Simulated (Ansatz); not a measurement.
# BSiN (quintet): wave-function methods side by side, def2-QZVPP

One table from this session's results is given with a row withheld; the runs are named, their logs left out.

Computed with Ansatz 0.2.0, Gaussian basis. Level: def2-QZVPP, core rule «outside noble gas», up to 7 orbitals frozen.

To be run: UHF; ROHF; CCSD(T) on UHF.

2 further runs of the same task are left out: 2 set aside as unsound or not needed.

### What is computed

The geometry is a PBE0/def2-TZVP stationary point (not a proven minimum) of the parent state, kept for this charge and spin.

3 atoms, charge 0, spin multiplicity 5.

Atoms are counted from 1 here; the program's logs count them from 0.

Bond lengths: B1–N2 1.274 Å, N2–Si3 1.674 Å. Angles: B1–N2–Si3 180.0°.

The first run:

The input, in.yaml:

```yaml
crystal:
  periodic: [false, false, false]
  atoms:
    - {symbol: B, position_ang: [0.000000, 0.000000, -1.407767]}
    - {symbol: N, position_ang: [0.000000, 0.000000, -0.133267]}
    - {symbol: Si, position_ang: [0.000000, 0.000000, 1.541033]}
basis:
  gaussian: {orbitals: "def2-QZVPP.json"}
magnetization: {spin_polarized: true, initial_magnetization: 4}
hamiltonian: {xc: hf}
output: {orbitals: {seedname: orbitals}}
```

The run is started by

```bash
> ansatz run in.yaml --threads 1 --pin off --events-out ev --progress --plain --max-ram 2393MiB
```

Steps of the session up to this table: UHF; ROHF; CCSD(T) on UHF.

One of the session's tables, all rows but one given; the rest of the session is left out.

It belongs to the step «Misses and costs». 

```
  method  from UCCSD(T) (kcal/mol)
    ROHF                   +225.40
     UHF                   +219.58
    UMP2                         ?
   UCCSD                    +11.92
UCCSD(T)                         0
```

**Question.** Estimate the row for UMP2.

**Answer.** from UCCSD(T) (kcal/mol): +19.80. In the column «from UCCSD(T) (kcal/mol)» it lies between UCCSD (+11.92) and UHF (+219.58).
